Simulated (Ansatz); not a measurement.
(H2Al-mu-H)2 (Al2H6) was relaxed with PBE0-D4 (def2-TZVP) in Ansatz in these states: charge +1 doublet, neutral singlet. The geometries follow in no particular order.

A:

Cartesian coordinates in Å:
```
Al 1.115 -1.582 -0.149
H 0.779 1.634 0.626
H 0.116 -2.683 -0.687
H 0.520 -0.135 -1.156
Al -0.663 0.321 -0.076
H 0.165 2.091 0.596
H -2.020 1.072 -0.204
H -0.013 -0.719 1.051
```

B:

```tsv
atom	x (Å)	y (Å)	z (Å)
Al1	0.1491	1.2821	0.1476
H2	-0.3892	1.8759	1.5062
H3	0.8424	2.0456	-1.0459
H4	-1.0328	0.1772	-0.4936
Al5	-0.1491	-1.2820	-0.1490
H6	-0.8431	-2.0289	1.0545
H7	0.3845	-1.8936	-1.5016
H8	1.0383	-0.1765	0.4819
```

Problem. Judge from the bond lengths which geometry belongs to which state (an estimate).

Solution. A is the charge +1 doublet (Al1–H2 3.325 Å, Al5–H6 2.066 Å, Al1–H4 1.860 Å); B is the neutral singlet (Al1–H2 1.577 Å, Al5–H6 1.577 Å, Al1–H4 1.740 Å).

In the charge 1 doublet, H2 and H6 lie 0.77 Å apart (atoms count from 1), so H2 has formed as a molecule. The charge +1 doublet has come apart into loosely held pieces.
